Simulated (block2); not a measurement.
# BH2ClO (SMILES OBCl) at DMRG/STO-6G

Aim: the energy change on altering one bond length of BH2ClO at DMRG/STO-6G, from 2 runs. The job is set up through a Python script.

The calculation is run with block2 0.5.4.

5 further runs of the same task are left out: 3 that didn't finish, 2 set aside as unsound or not needed.

### 1 The molecule

BH2ClO has 5 atoms, charge 0, and is taken as a singlet. As SMILES, `OBCl`. The coordinates come from a PBE0-D4/def2-TZVP relaxation. This is one conformer, not always the lowest.

Bond lengths: O1–B2 1.340 Å, B2–Cl3 1.766 Å, O1–H4 0.963 Å, B2–H5 1.189 Å. Angles: O1–B2–Cl3 121.0°, O1–B2–H5 119.8°, Cl3–B2–H5 119.2°, B2–O1–H4 113.9°.

### 2 The energy at DMRG/STO-6G

run_dmrg.py reads:

```python
import numpy as np
from pyscf import cc, dft, gto, mcscf, mp, scf
from pyblock2._pyscf.ao2mo import integrals as itg
from pyblock2.driver.core import DMRGDriver, SymmetryTypes

geom = """
O     -1.63140056    -1.16898458    -0.00548021
B      0.71620620    -0.25927042     0.26059323
Cl     1.49023802     2.82703028    -0.74700874
H     -2.79244829     0.00226767    -0.77422079
H      2.31170197    -1.54031576     1.18788184
"""
mol = gto.M(
    atom=geom,
    basis="sto-6g",
    unit="bohr",
    charge=0,
    verbose=4,
)
print("nao: %d" % (mol.nao))
mf = scf.RHF(mol)
mf.conv_tol = 1e-10
mf.max_cycle = 200
mf.kernel()
if not mf.converged:
    mf = mf.newton().run(mf.mo_coeff, mf.mo_occ)
print("reference energy: %.10f" % (mf.e_tot))
ref = mf
pt = mp.MP2(ref, frozen=7).run()
mycc = cc.CCSD(ref, frozen=7)
mycc.max_cycle = 150
mycc.kernel()
print(f"E(MP2): {pt.e_tot:.10f}")
if mycc.converged:
    print(f"E(CCSD): {mycc.e_tot:.10f}")
    print("CCSD(T) total energy: %.10f" % (mycc.e_tot + mycc.ccsd_t()))
    print(f"T1: {mycc.get_t1_diagnostic():.4f}")
ks = dft.RKS(mol, xc="bhandhlyp").set(conv_tol=1e-9, verbose=3).run()
if ks.converged:
    print("E(BHLYP): %.8f" % (ks.e_tot))
ks = dft.RKS(mol, xc="hse06").set(conv_tol=1e-9, verbose=3).run()
if ks.converged:
    print(f"E(HSE06): {ks.e_tot:.8f}")
ks = dft.RKS(mol, xc="camb3lyp").set(conv_tol=1e-9, verbose=3).run()
if ks.converged:
    print("E(CAM-B3LYP): %.8f" % (ks.e_tot))
ks = dft.RKS(mol, xc="pbe").set(conv_tol=1e-9, verbose=3).run()
if ks.converged:
    print("E(PBE): %.8f" % (ks.e_tot))
ks = dft.RKS(mol, xc="wb97x").set(conv_tol=1e-9, verbose=3).run()
if ks.converged:
    print(f"E(wB97X): {ks.e_tot:.8f}")
occ_no, mo = mcscf.addons.make_natural_orbitals(mp.MP2(mf, frozen=7).run())
mf.mo_coeff = mo
ncas, n_elec, spin, ecore, h1e, g2e, orb_sym = itg.get_rhf_integrals(mf, ncore=7, ncas=14, pg_symm=False, g2e_symm=1)
drv = DMRGDriver(scratch="./tmp", symm_type=SymmetryTypes.SU2, stack_mem=1500 << 20, n_threads=1)
idx = drv.orbital_reordering(h1e, g2e, method="fiedler")
print("orbital order:", idx.tolist())
h1e = h1e[np.ix_(idx, idx)]
g2e = g2e[np.ix_(idx, idx, idx, idx)]
orb_sym = np.array(orb_sym)[idx]
drv.initialize_system(n_sites=ncas, n_elec=n_elec, spin=spin, orb_sym=orb_sym)
mpo = drv.get_qc_mpo(h1e=h1e, g2e=g2e, ecore=ecore, iprint=1)
occs = np.array([1.8] * 9 + [0.2] * 5)[idx]
mps = drv.get_random_mps(tag="GS", bond_dim=50, nroots=1, occs=occs)
bond_dims = [50] * 4 + [75] * 3 + [100] * 4
noises = [0.0001] * 4 + [0.0001] * 3 + [1e-05] * 4 + [0]
thrds = [1e-07] * 11
e = drv.dmrg(mpo, mps, n_sweeps=17, tol=1e-06, bond_dims=bond_dims, noises=noises, thrds=thrds, iprint=2)
ms, dws, es = drv.get_dmrg_results()
print("max discarded weight: %.3e" % (dws[-1]))
print(f"final energy: {e:.10f}")
dm1 = drv.get_1pdm(mps)
print("occupation numbers:", np.round(np.linalg.eigvalsh(dm1)[::-1], 5).tolist())
c_act = mf.mo_coeff[:, 7:21][:, idx]
dm_ao = c_act @ dm1 @ c_act.T + 2 * mf.mo_coeff[:, :7] @ mf.mo_coeff[:, :7].T
print("dipole moment (debye):", np.round(scf.hf.dip_moment(mol, dm_ao, verbose=0), 4).tolist())
print(f"largest bipartite entropy: {max(drv.get_bipartite_entanglement(mps)):.4f}")
csf, coef = drv.get_csf_coefficients(mps, cutoff=0.08, iprint=1)
print("c0^2: %.4f" % (np.max(np.abs(coef)) ** 2))
```

Command:

```bash
$ python run_dmrg.py
```

The program printed:

```text
[INPUT] verbose = 4
[... 61 lines left out ...]
converged SCF energy = -558.419654185252
[... 180 lines left out ...]
 <-- Site =    1-   2 .. Mmps =   50 Ndav =   5 E =   -558.5212770948 Error = 1.03e-10 FLOPS = 1.36e+09 Tdav = 0.00 T = 0.02
[... 62 lines left out ...]
 --> Site =    8-   9 .. Mmps =   75 Ndav =   4 E =   -558.5330526494 Error = 1.03e-06 FLOPS = 3.83e+09 Tdav = 0.04 T = 0.12
[... 62 lines left out ...]
 <-- Site =    7-   8 .. Mmps =  100 Ndav =   4 E =   -558.5333240704 Error = 3.28e-06 FLOPS = 4.33e+09 Tdav = 0.13 T = 0.47
[... 62 lines left out ...]
 --> Site =    2-   3 .. Mmps =   35 Ndav =   1 E =   -558.5337214257 Error = 0.00e+00 FLOPS = 2.39e+09 Tdav = 0.00 T = 0.04
[... 48 lines left out ...]
 --> Site =    7-   8 .. Mmps =  100 Ndav =   4 E =   -558.5337417556 Error = 4.63e-06 FLOPS = 4.48e+09 Tdav = 0.18 T = 0.61
 --> Site =    8-   9 .. Mmps =  100 Ndav =   3 E =   -558.5337266261 Error = 1.97e-07 FLOPS = 4.18e+09 Tdav = 0.06 T = 0.16
 --> Site =    9-  10 .. Mmps =  100 Ndav =   1 E =   -558.5337257406 Error = 6.66e-18 FLOPS = 3.29e+09 Tdav = 0.01 T = 0.08
 --> Site =   10-  11 .. Mmps =   93 Ndav =   1 E =   -558.5337257406 Error = 6.08e-20 FLOPS = 2.40e+09 Tdav = 0.00 T = 0.04
 --> Site =   11-  12 .. Mmps =   49 Ndav =   1 E =   -558.5337257406 Error = 1.59e-20 FLOPS = 1.25e+09 Tdav = 0.00 T = 0.02
 --> Site =   12-  13 .. Mmps =   16 Ndav =   1 E =   -558.5337257406 Error = 1.13e-20 FLOPS = 3.12e+08 Tdav = 0.00 T = 0.01
[... 8 lines left out ...]
max discarded weight: 2.457e-05
final energy: -558.5338135942
occupation numbers: [1.99969, 1.99852, 1.99685, 1.99377, 1.98208, 1.97907, 1.9781, 1.97239, 1.96475, 0.04272, 0.02798, 0.0262, 0.02015, 0.01773]
dipole moment (debye): [-1.9343, -0.7076, -0.2355]
largest bipartite entropy: 0.3478
mps center changed (temporarily)
DTRIE T =      0.001
Number of CSF =          3 (cutoff =      0.08)
Sum of weights of included CSF =    0.942296412035940

CSF          0 02222000022222  =    0.962920893343824
CSF          1 02+2200-022222  =   -0.087166913484923
CSF          2 02022002022222  =   -0.086496788329878
c0^2: 0.9272
```

Run time: 39 s. Hardware: 1 thread of Arm Neoverse V2, shared host; peak memory 0.31 GiB.

### 3 The distorted shape: a single-point energy at DMRG/STO-6G

job.py reads:

```python
import numpy as np
from pyscf import cc, dft, gto, lo, mp, scf
from pyblock2._pyscf.ao2mo import integrals as itg
from pyblock2.driver.core import DMRGDriver, SymmetryTypes

mol = gto.M(atom="""
O     -2.42920514    -0.52841656    -0.46915853
B     -0.08159837     0.38129760    -0.20308509
Cl     0.69243345     3.46759831    -1.21068706
H     -3.59025287     0.64283569    -1.23789911
H      2.31170197    -1.54031576     1.18788184
""", basis="sto-6g", unit="bohr", verbose=3, max_memory=2000)
print("nao                           : %d" % (mol.nao))
mf = scf.RHF(mol)
mf.conv_tol = 1e-10
mf.max_cycle = 200
mf.kernel()
if not mf.converged:
    mf = mf.newton().run(mf.mo_coeff, mf.mo_occ)
print(f"reference energy              : {mf.e_tot:.10f}")
# single-reference ladder for comparison
ref = mf
pt = mp.MP2(ref, frozen=7).run()
mycc = cc.CCSD(ref, frozen=7)
mycc.max_cycle = 150
mycc.kernel()
print("MP2 total energy              : %.10f" % (pt.e_tot))
if mycc.converged:
    print(f"E(CCSD)                       : {mycc.e_tot:.10f}")
    print(f"CCSD(T) total energy          : {mycc.e_tot + mycc.ccsd_t():.10f}")
    print(f"T1                            : {mycc.get_t1_diagnostic():.4f}")
# a few density functionals on the same geometry and basis
ks = dft.RKS(mol, xc="bhandhlyp").set(conv_tol=1e-9, verbose=3).run()
if ks.converged:
    print("E(BHLYP)                      : %.8f" % (ks.e_tot))
ks = dft.RKS(mol, xc="hse06").set(conv_tol=1e-9, verbose=3).run()
if ks.converged:
    print("E(HSE06)                      : %.8f" % (ks.e_tot))
ks = dft.RKS(mol, xc="camb3lyp").set(conv_tol=1e-9, verbose=3).run()
if ks.converged:
    print("E(CAM-B3LYP)                  : %.8f" % (ks.e_tot))
ks = dft.RKS(mol, xc="pbe").set(conv_tol=1e-9, verbose=3).run()
if ks.converged:
    print(f"E(PBE)                        : {ks.e_tot:.8f}")
ks = dft.RKS(mol, xc="wb97x").set(conv_tol=1e-9, verbose=3).run()
if ks.converged:
    print(f"E(wB97X)                      : {ks.e_tot:.8f}")
# split localisation
mo = mf.mo_coeff.copy()
for a, b in ((7, 16), (16, 21)):
    if b - a > 1:
        mo[:, a:b] = lo.PM(mol, mo[:, a:b]).kernel()
mf.mo_coeff = mo
ncas, n_elec, spin, ecore, h1e, g2e, orb_sym = itg.get_rhf_integrals(mf, ncore=7, ncas=14, pg_symm=False, g2e_symm=1)
driver = DMRGDriver(scratch="./tmp", symm_type=SymmetryTypes.SU2, stack_mem=1500 << 20, n_threads=1)
# order the orbitals along the chain
idx = driver.orbital_reordering(h1e, g2e, method="fiedler")
print("orbital order:", idx.tolist())
h1e = h1e[np.ix_(idx, idx)]
g2e = g2e[np.ix_(idx, idx, idx, idx)]
orb_sym = np.array(orb_sym)[idx]
driver.initialize_system(n_sites=ncas, n_elec=n_elec, spin=spin, orb_sym=orb_sym)
mpo = driver.get_qc_mpo(h1e=h1e, g2e=g2e, ecore=ecore, iprint=1)
occs = np.array([1.8] * 9 + [0.2] * 5)[idx]
ket = driver.get_random_mps(tag="GS", bond_dim=25, nroots=1, occs=occs)
bond_dims = [25] * 3 + [50] * 3 + [100] * 2
noises = [0.0001] * 3 + [0.0001] * 3 + [1e-05] * 2 + [0]
thrds = [1e-08] * 8
e = driver.dmrg(mpo, ket, n_sweeps=14, tol=1e-07, bond_dims=bond_dims, noises=noises, thrds=thrds, iprint=1)
ms, dws, es = driver.get_dmrg_results()
print("max discarded weight          : %.3e" % (dws[-1]))
print(f"final energy                  : {e:.10f}")
csf, coef = driver.get_csf_coefficients(ket, cutoff=0.08, iprint=1)
print("leading coefficient squared   : %.4f" % (np.max(np.abs(coef)) ** 2))
```

Command:

```bash
$ python job.py
```

The program printed:

```text
nao                           : 21
converged SCF energy = -558.29546094515
[... 4 lines left out ...]
MP2 total energy              : -558.4029546761
[... 4 lines left out ...]
converged SCF energy = -559.451983634858
[... 3 lines left out ...]
converged SCF energy = -559.42738537301
[... 3 lines left out ...]
converged SCF energy = -559.474627298355
[... 2 lines left out ...]
integral symmetrize error =  0.0
integral cutoff error =  0.0
[... 40 lines left out ...]
Sweep =    6 | Direction =  forward | Bond dimension =  100 | Noise =  1.00e-05 | Dav threshold =  1.00e-08
Time elapsed =      5.227 | E =    -558.4414814673 | DE = -3.92e-04 | DW = 2.91453e-06

Sweep =    7 | Direction = backward | Bond dimension =  100 | Noise =  1.00e-05 | Dav threshold =  1.00e-08
Time elapsed =      7.966 | E =    -558.4415338294 | DE = -5.24e-05 | DW = 5.37906e-06

Sweep =    8 | Direction =  forward | Bond dimension =  100 | Noise =  0.00e+00 | Dav threshold =  1.00e-08
Time elapsed =     10.399 | E =    -558.4415514745 | DE = -1.76e-05 | DW = 5.84129e-06

Sweep =    9 | Direction = backward | Bond dimension =  100 | Noise =  0.00e+00 | Dav threshold =  1.00e-08
Time elapsed =     12.772 | E =    -558.4415514818 | DE = -7.33e-09 | DW = 5.84159e-06

max discarded weight          : 5.842e-06
final energy                  : -558.4415514818
DTRIE T =      0.002
Number of CSF =          5 (cutoff =      0.08)
Sum of weights of included CSF =    0.950276430173084

CSF          0 22220020022220  =   -0.938709728652112
CSF          1 22220200022220  =    0.219104112137330
CSF          2 22220020022202  =    0.085979073267060
CSF          3 2222002+02-220  =   -0.083990226335001
CSF          4 22220022020220  =    0.081529776105464
leading coefficient squared   : 0.8812
```

It took 29 s on 1 thread of Arm Neoverse V2, shared host; peak memory 0.31 GiB.

### 4 Summary of results

Level: DMRG/STO-6G, 7 core orbitals frozen.

| quantity | value |
| --- | --- |
| run 1, DMRG/STO-6G: total energy | -558.53381 Eh |
| run 1, DMRG/STO-6G: dipole moment (of the density that the program reports) | 2.07 D |
| run 1, DMRG/STO-6G: T1 diagnostic of the CCSD step | 0.018 |
| distorted shape: total energy | -558.44155 Eh |
| distorted shape: T1 diagnostic of the CCSD step | 0.018 |
| energy change with the B2–H5 bond stretched from 1.189 to 1.783 Å | 2.511 eV |

**Reading.** With the B2–H5 bond stretched from 1.189 to 1.783 Å the energy rises by 2.51 eV (58 kcal/mol). The first shape isn't relaxed at this level, so the change isn't measured from a minimum. The minimal basis adds a large error of its own.
